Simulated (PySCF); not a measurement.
All values below come from PBE-D3(BJ)/def2-TZVP // CAM-B3LYP-D3(BJ)/def2-TZVP (PySCF). Gas-phase values, no solvent. 

Reference species (SMILES): `FC(F)(F)S` (neutral, multiplicity 1).

```
Property                   Value
----------------------  --------
HOMO–LUMO gap            5.47 eV
HOMO                    -6.84 eV
S1 oscillator strength     0.001
```

Changed species: `FC(F)(F)F` (0 of 4 F replaced by SH; the reference has 1 of 4 F replaced by SH).

Question: Give the shifts of the HOMO–LUMO gap, HOMO and S1 oscillator strength.

Answer: the HOMO–LUMO gap increases by 6.58 eV, to 12.05 eV; the HOMO drops by 3.48 eV, to -10.32 eV; the S1 oscillator strength hardly moves.
